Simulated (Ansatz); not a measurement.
Species: CH, charge 0, doublet. CH (SMILES [CH], doublet).
B3LYP-D3(BJ)/def2-TZVP minimum from Ansatz (a program for electronic structure):
```xyz
2

C      0.0000     0.0000    -0.1605
H      0.0000     0.0000     0.9630
```
Charge 0, spin multiplicity 2.

Total energies in cc-pV5Z, 5 correlated electrons, 1 frozen orbitals. Open shells are spin-unrestricted; no spin-orbit coupling. Cores are frozen in correlated methods. No relativity. The UHF reference of CH ([CH], doublet) is spin-contaminated (<S^2> up to 0.35 over the pure value in the sets run).

| method | program | energy (Eh) | minus CCSDT(Q) (mEh) |
|---|---|---|---|
| HF | Ansatz | -38.28769 | 134.30 |
| MP2 | Ansatz | -38.39032 | 31.66 |
| CCSD | Ansatz | -38.41694 | 5.04 |
| CCSD(T) | Ansatz | -38.42094 | 1.04 |
| CCSDT(Q) | Ansatz | -38.42198 | 0.00 |

Rough core times of Ansatz's runs on a shared machine: CCSD(T) 70 s, CCSDT(Q) 20 min.
